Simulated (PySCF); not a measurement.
Delta-SCF ions had no search for a lower state. 

Species: CH$_{4}$, SMILES `C` (charge 0, multiplicity 1).

Problem. Predict the vertical ionisation energy (Delta-SCF), HOMO–LUMO gap and HOMO from ωB97X-D3(BJ)/def2-TZVP // B3LYP-D3(BJ)/def2-TZVP (PySCF).

Solution. 
```json
{
 "vertical ionisation energy (Delta-SCF)": "14.38 eV",
 "HOMO–LUMO gap": "17.13 eV",
 "HOMO": "-13.67 eV"
}
```
